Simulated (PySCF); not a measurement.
# Identify the compound

Molecular formula: C₃H₅FO. Simulated spectra:

1H NMR (600 MHz, computed): δ 2.79 (dd, J = 5.8, 3.7 Hz, 1H), 2.26 (dd, J = 5.8, 2.5 Hz, 1H), 1.58 (d, J = 14.7 Hz, 3H).

13C{1H} NMR (computed): δ 82.2 (C, d, J = 323.1 Hz), 46.5 (CH2, d, J = 19.3 Hz), 20.0 (CH3, d, J = 32.8 Hz).

Theory: couplings computed with B3LYP/pcJ-1 (spin–dipole term only in couplings to heteroatoms), HF/pcSseg-2 with gauge-including orbitals, PBE0-D3(BJ)/def2-SVP geometry, in PySCF 2.14 (one computed conformer, equivalent nuclei averaged, no solvent model, relativity neglected).

Referencing at the same level of theory: TMS for 1H, 13C.

Question: Deduce the structure.

Answer: 
Rings plus π bonds: 1 (1 ring in the answer). 3 carbon signals for 3 carbons: no two carbons are equivalent. Carbon types of the structure: 1 × C, 1 × CH2, 1 × CH3, which accounts for all hydrogens. δC 82.2, 46.5: epoxide ring carbon. δC 20.0: methyl carbon; a saturated carbon with 1 carbon neighbour and no heteroatom attached. δH 2.79, 2.26: hydrogen on an epoxide ring carbon; its carbon carries O, hence the downfield position. δH 1.58: hydrogen on a methyl carbon. The protons at 2.26 and 2.79 share a coupling of 5.8 Hz (geminal).

Structure: `F[C@]1(C)CO1`.

The data come from this structure; uniqueness wasn't tested.

Common functionals overestimate the size of one-bond C–F couplings by tens of Hz; these are unscaled. Multiplet labels drop couplings under 1 Hz and merge nearly equal ones. Shifts are as computed, not scaled to solution data. Of 1211 compounds with measured shifts, 218 miss one by over three times the rms of a fit or turn the order of signals round; such compounds aren't used in these exercises.
